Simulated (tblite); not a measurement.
Energy landscape of HClF (anion, charge -1), singlet: collinear F-H-Cl surface. Scanned: F-H distance and H-Cl distance.

Cartesian coordinates as functions of the variables (Å; names that start with a are angles):
```
F  0  0  -r1
H  0  0  0
Cl  0  0  r2
```

Level of theory: GFN2-xTB, 300 K electronic temperature run with tblite.

Energy in kcal/mol above the lowest grid point; x is the F-H distance (Å), y the H-Cl distance (Å).

| y \ x | 0.81 | 0.89 | 0.97 | 1.05 | 1.14 | 1.24 | 1.34 | 1.46 | 1.63 | 1.83 | 2.09 | 2.46 | 2.75 |
|---|---|---|---|---|---|---|---|---|---|---|---|---|---|
| 3.77 | 29.0 | 16.9 | 16.1 | 20.7 | 28.6 | 38.4 | 48.3 | — | — | — | 88.7 | 96.8 | — |
| 3.36 | 27.4 | 15.2 | 14.3 | 18.8 | 26.6 | 36.3 | 46.0 | 56.4 | 67.9 | 78.1 | 87.8 | 96.1 | — |
| 2.87 | 24.8 | 12.4 | 11.3 | 15.6 | 23.0 | 32.2 | 41.2 | 51.1 | 62.5 | 73.0 | 82.9 | 91.3 | 94.7 |
| 2.51 | 22.2 | 9.4 | 7.8 | 11.7 | 18.5 | 26.9 | 35.0 | 44.0 | 55.0 | 65.4 | 75.2 | 83.6 | 87.1 |
| 2.23 | 20.0 | 6.5 | 4.3 | 7.3 | 13.2 | 20.5 | 27.7 | 35.9 | 46.3 | 56.5 | 66.3 | 74.7 | — |
| 2.01 | 19.1 | 4.6 | 1.4 | 3.4 | 8.2 | 14.4 | 20.7 | 28.1 | 37.9 | 47.8 | 57.5 | 66.0 | 69.6 |
| 1.84 | 20.2 | 4.4 | 0.0 | 0.9 | 4.5 | 9.6 | 15.1 | 21.8 | 31.0 | 40.6 | 50.2 | 58.8 | 62.5 |
| 1.69 | 24.2 | 6.7 | 0.7 | 0.2 | 2.4 | 6.3 | 10.7 | 16.6 | 25.2 | 34.4 | 43.7 | 52.3 | 56.2 |
| 1.56 | 31.5 | 11.8 | 3.9 | 1.7 | 2.4 | 4.9 | 8.3 | 13.3 | 20.9 | 29.4 | 38.3 | 46.7 | 50.6 |
| 1.44 | 42.9 | 20.3 | 10.0 | 5.9 | 4.9 | 5.8 | 7.9 | 11.7 | 18.2 | 25.7 | 33.7 | 41.3 | 45.1 |
| 1.33 | 59.5 | 33.3 | 20.0 | 13.6 | 10.6 | 9.7 | 10.3 | 12.7 | 17.6 | 23.9 | 30.8 | 37.5 | 40.9 |
| 1.23 | 82.8 | 52.1 | 35.1 | 25.9 | 20.4 | 17.5 | 16.4 | 17.1 | 20.4 | 25.4 | 31.2 | 37.2 | 40.4 |
| 1.10 | 132.4 | 93.9 | 70.5 | 56.0 | 46.2 | 39.7 | 35.8 | 33.9 | 34.7 | 37.9 | 42.5 | 47.9 | 51.0 |

Points that lie below all their neighbours on the grid (none is named beside a point without a result): x = 0.97, y = 1.84 (0.0 kcal/mol).

A dash means that the run gave no value there, or that the column was ended at a point which the program doubted or which failed a test of continuity chosen for this set; such a test can also cut sound points.
